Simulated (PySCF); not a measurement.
## CCl3F

CCl3F is a small molecule, neutral, singlet. The structure was relaxed in the gas phase by PBE0-D3(BJ)/def2-SVP. No frequency run checks that it is a minimum.

SMILES: FC(Cl)(Cl)Cl

```csv
atom,x (Å),y (Å),z (Å)
C1,0.003,-0.009,0.069
F2,-0.028,-0.043,1.395
Cl3,-0.595,1.563,-0.469
Cl4,1.672,-0.245,-0.462
Cl5,-1.027,-1.303,-0.553
```

Shieldings: GIAO PBE0/pcSseg-2. Shifts are against computed references at the same level: C TMS (σ 184.1 ppm). Core levels by delta-SCF with SCAN, pcX-2 on the ionised atom and pcseg-1 elsewhere, spin-free X2C (2p3/2 is the spin-free 2p value less a third of a first-order spin-orbit splitting); from the vacuum level, for chosen atoms.

(1) Give the NMR and core-level values of the distinct atoms.

(2) By CAM-B3LYP/def2-SVPD (TDDFT singlets, Tamm-Dancoff triplets, ionisation by delta-SCF), where does absorption start, and what does vertical ionisation take?

Results:

(1) 
```csv
atoms,bonded to,σ (ppm),δ (ppm),core level (eV)
C1,3 Cl + 1 F,36.1,148.0,1s 297.98
F2,1 C,175.9,-,1s 694.48
Cl3 Cl4 Cl5,1 C,402.1,-,2p3/2 207.26
```

Values are those of this one static structure; atoms that internal rotation interchanges would show their mean in an NMR spectrum.

The core-hole state of C1 is spin-contaminated (⟨S²⟩ 0.80 against 0.75 for a pure doublet), so that value and differences from it are less sure.

(2) The first singlet with intensity lies at 6.89 eV (f 0.012); what lies below it is dark. The lowest singlet lies at 6.47 eV (f 0.000), the strongest of the first 6 at 6.89 eV (f 0.012), the lowest triplet at 5.83 eV; vertical ionisation takes 11.73 eV.
